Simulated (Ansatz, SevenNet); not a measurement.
## CsCl-type TlCl: properties by level of theory

Reference values: lattice constant a 3.842 Å (measured, temperature not stated, no zero-point or thermal correction; as tabulated in Wikipedia's data pages).

| level (code) | lattice parameter a (Å) | bulk modulus B0 (GPa) | elastic constant C11 (GPa) | elastic constant C44 (GPa) | Voigt–Reuss–Hill shear modulus (GPa) |
|---|---|---|---|---|---|
| SevenNet-0 | 3.896 | 23.9 | 40.0 | 2.66 | 5.14 |
| LDA (Ansatz) | 3.694 | 37.6 | 55.1 | 14.6 | 14.0 |
| PBE (Ansatz) | 3.900 | 22.1 | 40.0 | 5.29 | 7.76 |
| HSE06 (Ansatz) | 3.883 | 22.8 | 41.7 | 5.83 | 8.38 |
| PBE0 (Ansatz) | 3.876 | 23.5 | 42.5 | 6.30 | 8.79 |

Machine-learned potentials (SevenNet-0) are trained on DFT data: a solid inside that data is no test of them.

Ansatz's density-functional and Hartree–Fock values are scalar-relativistic unless marked +SOC, with PAW data made under PBE.

Computed values are for the static lattice.

Ansatz is an electronic-structure program.
